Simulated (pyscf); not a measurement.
Elementary routes open to HS–GeH₃ (SMILES [SH][GeH3]) + H₂ (SMILES [H][H]) in the gas phase (singlet surface):
A. HS–GeH: (SMILES [SH][GeH]) [singlet] + H₂ (SMILES [H][H]) + H₂ (SMILES [H][H]) (Ge–H, Ge–H, H–H broken; H–H, H–H formed)
B. H₂S (SMILES S) + GeH₄ (SMILES [GeH4]) (Ge–S, H–H broken; H–S, Ge–H formed)

Structures and frequencies: ωB97X-D3(BJ)/def2-SVP in PySCF.

**Question.** Rank the routes by free-energy barrier at 298 K, lowest first, for ωB97M-D3(BJ)/def2-TZVP energies (ideal gas, 1 atm, RRHO with modes under 100 cm⁻¹ raised to 100, one conformer, R ln 2 for chiral ones without a mode under 150 cm⁻¹).

**Answer.** B (2.91 eV), A (3.10 eV)

Route B is the fastest of these, ahead of the next by 0.19 eV. The most stable products are those of B (ΔG = +0.22 eV), so kinetics and thermodynamics agree. At 1200 K B is still the fastest. Only these routes are compared; each barrier is that of the saddle found, and lower ones may exist. Elements up to Kr have no core potential and no relativistic terms here.
